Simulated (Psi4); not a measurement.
# triplet C2H6Si at 3 levels

We compute a comparison of 3 runs (UB2PLYP/cc-pVDZ, UTPSSh/cc-pVDZ, UMP3/cc-pVDZ) of triplet C2H6Si. 

The calculation is run with Psi4 1.11.

**1. The molecule**

C2H6Si has 9 atoms, charge 0, and is taken as a triplet. As SMILES of the parent species, `CC[SiH]`. Geometry: relaxed at PBE0-D4/def2-TZVP. This is one conformer, not always the lowest. That shape belongs to the parent species and isn't relaxed for this state.

Bond lengths: C1–C2 1.523 Å, C2–Si3 1.891 Å, C1–H4 1.094 Å, C1–H5 1.093 Å, C1–H6 1.092 Å, C2–H7 1.095 Å, C2–H8 1.111 Å, Si3–H9 1.532 Å. Some angles: C1–C2–Si3 121.0°, C1–C2–H7 111.7°, C1–C2–H8 109.8°, Si3–C2–H7 110.3°, Si3–C2–H8 97.9°, C2–C1–H4 112.0°, C2–C1–H5 111.1°, C2–C1–H6 111.0°, C2–Si3–H9 94.7°, H7–C2–H8 104.1°.

**2. The energy at UB2PLYP/cc-pVDZ (density fitting for correlation) (run 1)**

Input file job.py:

```python
import psi4

psi4.set_memory(2200000000)
psi4.set_num_threads(1)
psi4.set_output_file('output.dat', False)

molecule = psi4.geometry("""
0 3
C     -1.12174143     0.93654827    -1.06334889
C      0.80011004    -1.06542759    -0.30027748
Si     2.78753501    -0.67784476     2.64315993
H     -2.28448991     0.32711159    -2.66016747
H     -0.18519316     2.68908028    -1.62610933
H     -2.37803136     1.39140535     0.50928119
H      1.98610216    -1.63423515    -1.89785195
H     -0.19464179    -2.83024282     0.25208947
H      0.75796915     0.77592155     4.11072124
units au
symmetry c1
no_reorient
no_com
""")

psi4.set_options({
    'basis': 'cc-pVDZ',
    'reference': 'uks',
    'puream': True,
    'e_convergence': 1e-09,
    'd_convergence': 1e-08,
    'scf_type': 'pk',
    'dft_radial_points': 99,
    'dft_spherical_points': 590,
    'num_frozen_docc': 7,
    'maxiter': 100,
})

energy_value = psi4.energy('B2PLYP')
print(f'B2PLYP energy: {energy_value:.10f} Eh')
```

Launch:

```
python job.py
```

output.dat:

```text
[...]
  Running in c1 symmetry.
[...]
  Nuclear repulsion =   95.800476543848518
[...]
  Multiplicity = 3
[...]
  Nalpha       = 17
  Nbeta        = 15
[...]
    Number of basis functions: 76
[...]
   @UKS iter   1:  -368.65573415090103   -3.94881e-01   7.49662e-03 ADIIS/DIIS
[...]
   @UKS iter  14:  -368.84762235507151   -1.59162e-12   4.55182e-09 DIIS
[...]
   @S^2 Observed:                2.002690376E+00
[...]
    Orbital Energies [Eh]
    ---------------------
    Alpha Occupied:
       1A    -67.250800     2A    -10.624893     3A    -10.624329
       4A     -5.641517     5A     -3.898174     6A     -3.896474
       7A     -3.890767     8A     -0.875470     9A     -0.724894
      10A     -0.574163    11A     -0.512946    12A     -0.479542
      13A     -0.442087    14A     -0.413493    15A     -0.357646
      16A     -0.316221    17A     -0.214357
    Alpha Virtual:
      18A      0.068812    19A      0.117136    20A      0.136646
      21A      0.164375    22A      0.167916    23A      0.197542
      24A      0.206399    25A      0.269761    26A      0.332826
[...]
  @UKS Final Energy:  -368.84762235507151
   => Energetics <=
    Nuclear Repulsion Energy =             95.8004765438485180
    One-Electron Energy =                -696.9245862800694340
    Two-Electron Energy =                 248.4965722969500916
    DFT Exchange-Correlation Energy =     -16.2200849158006619
    Empirical Dispersion Energy =           0.0000000000000000
    VV10 Nonlocal Energy =                  0.0000000000000000
    Total Energy =                       -368.8476223550715076
[...]
 Multipole Moments:
 ------------------------------------------------------------------------------------
     Multipole            Electronic (a.u.)      Nuclear  (a.u.)        Total (a.u.)
 ------------------------------------------------------------------------------------
 L = 1.  Multiply by 2.5417464519 to convert [e a0] to [Debye]
 Dipole X            :        -34.8102874           34.7974169           -0.0128705
 Dipole Y            :          9.3599944           -9.5440618           -0.1840673
 Dipole Z            :        -27.8146040           27.5104440           -0.3041601
 Magnitude           :                                                    0.3557524
[...]
```

Standard output:

```text
B2PLYP energy: -368.9677929847 Eh
```

Run time: 40 s. Hardware: 1 thread of Intel Xeon Platinum 8259CL at 2.50GHz (Skylake/Cascade Lake), shared host; peak memory 1.5 GiB.

**3. Energy and forces at UTPSSh/cc-pVDZ (run 2)**

Input file c2h6si.py:

```python
import psi4

psi4.set_memory('2200 MB')
psi4.set_num_threads(1)
psi4.core.set_output_file('output.dat', False)

molecule = psi4.geometry("""
0 3
C     -0.593600     0.495600    -0.562700
C      0.423400    -0.563800    -0.158900
Si     1.475100    -0.358700     1.398700
H     -1.208900     0.173100    -1.407700
H     -0.098000     1.423000    -0.860500
H     -1.258400     0.736300     0.269500
H      1.051000    -0.864800    -1.004300
H     -0.103000    -1.497700     0.133400
H      0.401100     0.410600     2.175300
symmetry c1
""")

psi4.set_options({
    'basis': 'cc-pVDZ',
    'reference': 'uks',
    'puream': True,
    'e_convergence': 1e-09,
    'd_convergence': 1e-08,
    'scf_type': 'pk',
    'dft_radial_points': 99,
    'dft_spherical_points': 590,
    'maxiter': 100,
})

energy_value, wavefunction = psi4.gradient('tpssh', return_wfn=True)
psi4.oeprop(wavefunction, 'DIPOLE', 'MAYER_INDICES', 'QUADRUPOLE', title='TPSSH')
print('gradient / Eh bohr^-1')
print(energy_value.np.round(6))
print(f'energy = {wavefunction.energy():.10f} Eh')
```

Launch:

```
python c2h6si.py
```

output.dat:

```text
[...]
  Running in c1 symmetry.
[...]
  Nuclear repulsion =   95.800476581944153
[...]
  Multiplicity = 3
[...]
  Nalpha       = 17
  Nbeta        = 15
[...]
    Number of basis functions: 76
[...]
   @UKS iter   1:  -368.87678916797410   -1.68712e-01   1.03215e-02 ADIIS/DIIS
[...]
   @UKS iter  14:  -369.22966407073034   -6.99174e-12   6.71457e-09 DIIS
[...]
   @S^2 Observed:                2.002763794E+00
[...]
  @UKS Final Energy:  -369.22966407073034
   => Energetics <=
    Nuclear Repulsion Energy =             95.8004765819441531
    One-Electron Energy =                -697.0048087432080592
    Two-Electron Energy =                 262.6964905236904428
    DFT Exchange-Correlation Energy =     -30.7218224331568948
    Empirical Dispersion Energy =           0.0000000000000000
    VV10 Nonlocal Energy =                  0.0000000000000000
    Total Energy =                       -369.2296640707303368
[...]
  -Total Gradient:
     Atom            X                  Y                   Z
    ------   -----------------  -----------------  -----------------
       1       -0.009136170739    -0.007908054469    -0.008334918993
       2       -0.001670409622     0.031121155792     0.017459533181
       3        0.019579683533    -0.023992330382    -0.007656497652
       4        0.002141072450     0.005841098240     0.003705753788
       5       -0.002862314164    -0.006072865610     0.001683038959
       6        0.004958214841    -0.001658150297    -0.004854895130
       7       -0.001733645264     0.000290662649     0.007145533094
       8        0.003385061880    -0.000768571745     0.004898394695
       9       -0.014659985109     0.003142422288    -0.014048114714
[...]
 Multipole Moments:
 ------------------------------------------------------------------------------------
     Multipole            Electronic (a.u.)      Nuclear  (a.u.)        Total (a.u.)
 ------------------------------------------------------------------------------------
 L = 1.  Multiply by 2.5417464519 to convert [e a0] to [Debye]
 Dipole X            :          4.7105879           -4.8060404           -0.0954526
 Dipole Y            :         -1.5338665            1.3678035           -0.1660630
 Dipole Z            :          3.1569710           -3.5177048           -0.3607338
 Magnitude           :                                                    0.4084323
 L = 2.  Multiply by 1.3450342976 to convert [e a0^2] to [Debye ang]
 Quadrupole XX       :       -118.8486784           98.5234589          -20.3252194
 Quadrupole XY       :         33.7542411          -34.3592396           -0.6049984
[...]
```

Standard output:

```text
gradient / Eh bohr^-1
[[-0.009136 -0.007908 -0.008335]
 [-0.00167   0.031121  0.01746 ]
 [ 0.01958  -0.023992 -0.007656]
 [ 0.002141  0.005841  0.003706]
 [-0.002862 -0.006073  0.001683]
 [ 0.004958 -0.001658 -0.004855]
 [-0.001734  0.000291  0.007146]
 [ 0.003385 -0.000769  0.004898]
 [-0.01466   0.003142 -0.014048]]
energy = -369.2296640707 Eh
```

It took 2.5 min on 1 thread of Intel Xeon Platinum 8259CL at 2.50GHz (Skylake/Cascade Lake), shared host; peak memory 1.3 GiB.

**4. The energy at UMP3/cc-pVDZ (run 3)**

Input file calc.dat:

```
memory 2.2 GB

molecule system {
  0 3
  C     -1.12174143     0.93654827    -1.06334889
  C      0.80011004    -1.06542759    -0.30027748
  Si     2.78753501    -0.67784476     2.64315993
  H     -2.28448991     0.32711159    -2.66016747
  H     -0.18519316     2.68908028    -1.62610933
  H     -2.37803136     1.39140535     0.50928119
  H      1.98610216    -1.63423515    -1.89785195
  H     -0.19464179    -2.83024282     0.25208947
  H      0.75796915     0.77592155     4.11072124
  units au
  symmetry c1
}

set globals {
  basis           cc-pVDZ
  reference       uhf
  puream          true
  e_convergence   1e-09
  d_convergence   1e-08
  scf_type        pk
  num_frozen_docc 7
  maxiter         100
  mp_type         conv
}

result, w = energy('mp3', return_wfn=True)
print_variables()
```

Launch:

```
psi4 -i calc.dat -o calc.out -n 1
```

calc.out:

```text
[...]
  Running in c1 symmetry.
[...]
  Nuclear repulsion =   95.800476543848518
[...]
  Multiplicity = 3
[...]
  Nalpha       = 17
  Nbeta        = 15
[...]
    Number of basis functions: 76
[...]
   @UHF iter   1:  -367.96401389945009   -5.83966e-01   4.94032e-03 DIIS/ADIIS
[...]
   @UHF iter  15:  -368.07122467550170   -7.16227e-12   9.93035e-09 DIIS
[...]
   @S^2 Observed:                2.004306897E+00
[...]
    Orbital Energies [Eh]
    ---------------------
    Alpha Occupied:
       1A    -68.789747     2A    -11.229300     3A    -11.227619
       4A     -6.140445     5A     -4.251186     6A     -4.247275
       7A     -4.240095     8A     -1.027760     9A     -0.855151
      10A     -0.683776    11A     -0.605807    12A     -0.569016
      13A     -0.523421    14A     -0.495288    15A     -0.428845
      16A     -0.392436    17A     -0.283248
    Alpha Virtual:
      18A      0.131801    19A      0.187880    20A      0.204985
      21A      0.239375    22A      0.243982    23A      0.273655
      24A      0.284586    25A      0.359114    26A      0.411610
[...]
  @UHF Final Energy:  -368.07122467550170
   => Energetics <=
    Nuclear Repulsion Energy =             95.8004765438485180
    One-Electron Energy =                -696.7025290846694361
    Two-Electron Energy =                 232.8308278653192360
    Total Energy =                       -368.0712246755016963
  UHF NO Occupations:
  HONO-2 :   15  A 1.9982814
  HONO-1 :   16  A 1.0000000
[...]
 Multipole Moments:
 ------------------------------------------------------------------------------------
     Multipole            Electronic (a.u.)      Nuclear  (a.u.)        Total (a.u.)
 ------------------------------------------------------------------------------------
 L = 1.  Multiply by 2.5417464519 to convert [e a0] to [Debye]
 Dipole X            :          4.8852397           -4.8060404            0.0791993
 Dipole Y            :         -1.5698288            1.3678035           -0.2020253
 Dipole Z            :          3.2615144           -3.5177048           -0.2561904
 Magnitude           :                                                    0.3357384
[...]
	SCS-MP2 Total Energy (a.u.)        :  -368.43404096081611
	SOS-MP2 Total Energy (a.u.)        :  -368.43513298375973
[...]
	SOS-PI-MP2 Total Energy (a.u.)     :  -368.46312593054881
[...]
	MP2 Total Energy (a.u.)            :  -368.43185691492880
[...]
	SCS-MP3 Total Energy (a.u.)        :  -368.44385087929726
[...]
	MP3 Total Energy (a.u.)            :  -368.47109658885341
[...]
```

It took 15 s on 1 thread of Intel Xeon Platinum 8259CL at 2.50GHz (Skylake/Cascade Lake), shared host; peak memory 0.43 GiB.

**5. Overview of the runs**

```csv
run,level,task,fitting correlation,energy (Eh),HOMO energy (eV),LUMO energy (eV),⟨S²⟩,wall time
1,UB2PLYP/cc-pVDZ (density fitting for correlation),energy,density fitting,-368.967793,-5.83,-2.27,2.003,40 s
2,UTPSSh/cc-pVDZ,gradient,–,-369.229664,-4.49,-4.12,2.003,2.5 min
3,UMP3/cc-pVDZ,energy,none,-368.471097,-7.71,0.49,2.004,15 s
```

**6. Outcome**

```
                                                         quantity          value
                                              run 3: total energy  -368.47110 Eh
run 3: HOMO energy (Hartree–Fock orbitals) (highest over α and β)       -7.71 eV
 run 3: LUMO energy (Hartree–Fock orbitals) (lowest over α and β)        0.49 eV
               run 3: correlation energy (7 core orbitals frozen)     -399.9 mEh
                         run 3: ⟨S²⟩ of the reference determinant          2.004
```

What this shows: Totals of different functionals can't be ranked against each other. All runs together took 3.4 min, the longest 2.5 min.
